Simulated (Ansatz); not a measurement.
# N₂H₂ (triplet): the correlation ladder, def2-QZVPP

An exercise on one series of results from a longer session: the logs are not shown, and one member is left open.

The runs use Ansatz 0.2.0, Gaussian basis; def2-QZVPP, core rule «outside noble gas», up to 2 orbitals frozen.

The runs, in order: UHF; ROHF; CCSD(T) on UHF.

2 further runs of the same task are left out: 2 set aside as unsound or not needed.

## What is computed

The geometry is a PBE0/def2-TZVP stationary point (not a proven minimum) of the parent state, kept for this charge and spin.

4 atoms, charge 0, spin multiplicity 3.

Atoms are counted from 1 here; the program's logs count them from 0.

Bond lengths: N1–N2 1.230 Å, N1–H3 1.033 Å, N2–H4 1.033 Å. Angles: N2–N1–H3 106.9°, N1–N2–H4 106.9°.

Coordinates:

```
N     0.0000   -0.1891    0.5853
N     0.0000    0.1891   -0.5853
H     0.0000    0.6598    1.1746
H     0.0000   -0.6598   -1.1746
```

Set-up of the first run:

Contents of in.yaml:

```yaml
crystal:
  periodic: [false, false, false]
  atoms:
    - {symbol: N, position_ang: [0.000000, -0.189138, 0.585327]}
    - {symbol: N, position_ang: [0.000000, 0.189138, -0.585327]}
    - {symbol: H, position_ang: [0.000000, 0.659783, 1.174555]}
    - {symbol: H, position_ang: [0.000000, -0.659783, -1.174555]}
basis:
  gaussian: {orbitals: "def2-QZVPP.json"}
magnetization: {spin_polarized: true, initial_magnetization: 2}
hamiltonian: {xc: hf}
output: {orbitals: {seedname: orbitals}}
```

On the command line:

```sh
$ ansatz run in.yaml --threads 1 --pin off --events-out ev --progress --plain --max-ram 2393MiB
```

Among the steps run: UHF; ROHF; CCSD(T) on UHF.

One of the session's tables, all rows but one given; the rest of the session is left out.

```
  method  from UCCSD(T) (meV)
    ROHF             +12380.8
     UHF             +11935.4
    UMP2               +770.9
   UCCSD                    ?
UCCSD(T)                    0
```

Q: Estimate the row for UCCSD from the others.

**Answer.** from UCCSD(T) (meV): +513.5. In the column «from UCCSD(T) (meV)» it lies between UCCSD(T) (0) and UMP2 (+770.9).
